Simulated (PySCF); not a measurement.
## Spin states of CCl

Unrestricted PBE0; basis C def2-TZVPP, Cl def2-TZVPP; no relativity; PySCF 2.14. Outer shells of the fragments: C 2s2 2p2; Cl 3s2 3p5.

Followed along the bond (rough minima from three points):

```csv
2Ms+1,unpaired,⟨S²⟩ at the start,R at minimum (Å),Te (eV)
2,π ↑,0.76,1.65,0.00
4,"σ ↑, π ↑↑",3.76,1.65,2.23
```

Solutions found at the starting distance of 1.680 Å, counted from the lowest of them; the search is not exhaustive and high or unbound solutions are not listed, so other states can lie among these:

```csv
2Ms+1,unpaired,term,E (eV),⟨S²⟩,⟨Lz²⟩,μ (D)
2,π ↑,²Π,0.00,0.76,1.01,1.35
4,"σ ↑, π ↑↑",⁴Σ⁻,2.23,3.76,0.00,0.05
2,"σ ↑, π ↑↓",mixed,3.52,1.76,2.01,0.58
2,"σ ↓, π ↑↑",mixed,3.85,1.77,0.00,0.88
2,σ ↑,mixed,4.75,0.76,2.00,0.86
2,σ ↑,²Σ⁺,5.05,0.75,0.00,-0.12
```

A term symbol is given only where ⟨S²⟩ and ⟨Lz²⟩ are close to those of a pure state; real π, δ and φ orbitals otherwise mix terms. A positive dipole means C(−)Cl(+).

Counting both spins, an empty level lies below a filled one in some of these solutions, because spin and occupation are held.
